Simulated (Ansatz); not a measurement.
We consider corundum (α-Al2O3), described by PBE0 (Ansatz, a program for electronic structure, PAW).

Run with plane-wave cutoff 460 eV, 6×6×6 k mesh, Fermi–Dirac smearing 0.01 eV, scalar-relativistic PAW data made under PBE.

Cell (measured lattice):

```cif
data_Al12O18
_chemical_formula_sum 'Al12 O18'
_space_group_name_H-M_alt 'R-3c :H'
_space_group_IT_number 167
_space_group_name_Hall '-R 3 2"c'
_cell_length_a 4.75700
_cell_length_b 4.75700
_cell_length_c 12.98770
_cell_angle_alpha 90.000
_cell_angle_beta 90.000
_cell_angle_gamma 120.000
loop_
_atom_site_label
_atom_site_type_symbol
_atom_site_symmetry_multiplicity
_atom_site_Wyckoff_symbol
_atom_site_fract_x
_atom_site_fract_y
_atom_site_fract_z
_atom_site_occupancy
Al1 Al 12 c 0.00000 0.00000 0.14782 1
O1 O 18 e 0.30625 0.30625 0.25000 1
```
(The calculation used a cell of 10 atoms; values per cell refer to that cell.)

### Question
Give the computed band gap.

### Answer

* **band gap**: 8.87 eV (on the SCF k mesh) (direct)

Note: cell and atoms aren't relaxed at this level (largest force component 0.06 eV/Å, pressure -0.6 GPa).

The result took roughly 110 core-seconds.
